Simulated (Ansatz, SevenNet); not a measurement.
For wurtzite CdS, the machine-learned potential SevenNet-l3i5 (trained on PBE and PBE+U data) gives:

lattice parameter a: 4.202 Å
c axis length: 6.862 Å
elastic constant C11: 74.2 GPa
elastic constant C44: 13.1 GPa
polycrystal shear modulus: 15.1 GPa

Task: What does PBE0 (Ansatz, an electronic-structure program, PAW) give for the same quantities?

Result: 
- lattice constant a: 4.166 Å (drops by 0.9 %)
- lattice parameter c: 6.769 Å (falls by 1.4 %)
- elastic constant C11: 86.7 GPa (goes up by 17 %)
- elastic constant C44: 16.4 GPa (rises by 25 %)
- Voigt–Reuss–Hill shear modulus: 18.7 GPa (rises by 24 %)

For comparison: lattice constant a 4.136 Å (measured, temperature not stated, not corrected to a static lattice; as tabulated in Biswas et al. (2022), arXiv:2106.08875); lattice parameter c 6.714 Å (measured, temperature not stated, not corrected to a static lattice; as tabulated in Biswas et al. (2022), arXiv:2106.08875); elastic constant C11 83.1 GPa (measured, temperature not stated, no zero-point or thermal correction; as tabulated in Oses et al. (2018), arXiv:1811.08464); elastic constant C44 15.3 GPa (measured, temperature not stated, not corrected to a static lattice; as tabulated in Oses et al. (2018), arXiv:1811.08464); Voigt–Reuss–Hill shear modulus 17.1 GPa (measured, temperature not stated, no zero-point or thermal correction, Hill average of measured single-crystal constants; as tabulated in Oses et al. (2018), arXiv:1811.08464).

Changes are worked out from the printed values.

Unless a cell is named, each level is at its own relaxed cell (SevenNet-l3i5 26.23, PBE0 25.43 Å³/atom).

Ansatz's density-functional and Hartree–Fock values are scalar-relativistic unless marked +SOC, with PAW data made under PBE.
